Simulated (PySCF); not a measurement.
Metal–ligand bonds in Zn(CH3)1–Y. All species are isolated molecules in the gas phase. One relaxed conformer stands for each flexible species; it need not be the lowest. Multiplicities are imposed; where one is given, others were not computed. Strings in code marks are SMILES.

The dipole moment from two functionals at the same geometries (PBE-D3(BJ)/def2-SVP), both in PySCF: PBE-D3(BJ)/def2-TZVP and B3LYP-D3(BJ)/def2-TZVP. B3LYP has the VWN-RPA correlation part, as in Gaussian. 

```tsv
species	PBE-D3(BJ)/def2-TZVP (D)	B3LYP-D3(BJ)/def2-TZVP (D)
ligand removed as a radical ([Zn(CH3)])	0.37	0.22
Y = Cl	2.50	2.53
Y = F ([Zn(CH3)(F)])	2.74	2.83
Y = Br ([Zn(CH3)(Br)])	2.35	2.39
free radical NH2	1.92	1.96
free radical CH3 (`[CH3]`)	0.00	0.00
free radical OCH3	2.10	2.07
free radical N(CH3)2 (`C[N]C`)	1.70	1.72
free radical SH (`[SH]`)	0.87	0.86
```

Over these rows, drawn at random from the members with no instability flagged (it was tested for open shells, ions and some series alone), PBE minus B3LYP-D3(BJ): mean 0.00 D, from -0.09 D to +0.15 D.
